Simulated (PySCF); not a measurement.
**Working out the ionisation energy of Ar**

Ar [Ar] (1S) → Ar⁺ [Ne] 3s2 3p5 (2P). Computed with PySCF 2.14 in cc-pV(D+d)Z (4s3p2d, 23 functions), with no relativity, point nucleus. Frozen: [Ne]. Energies in hartree (1 hartree = 27.21139 eV):

```json
{"part": "UHF", "Ar (lower)": "-526.799865", "Ar⁺ (upper)": "-526.260750"}
{"part": "CCSD correlation", "Ar (lower)": "-0.158085", "Ar⁺ (upper)": "-0.136021"}
{"part": "(T)", "Ar (lower)": "-0.001587", "Ar⁺ (upper)": "-0.001433"}
```

**Question.** What does Hartree-Fock give?

**Answer.** (-526.260750) − (-526.799865) = 0.539115 hartree = 14.670 eV.

**Question.** What do CCSD and CCSD(T) give?

**Answer.** The CCSD correlation energies differ by 0.022064 hartree = 0.600 eV and the triples by 0.000154 hartree = 0.004 eV, so CCSD gives 15.270 eV and CCSD(T) 15.274 eV.

Measured between the centres of the two terms (NIST): 15.819 eV, so CCSD(T) (valence) is off by -0.545 eV.

What remains against the reference includes basis incompleteness, the frozen core and higher excitations.
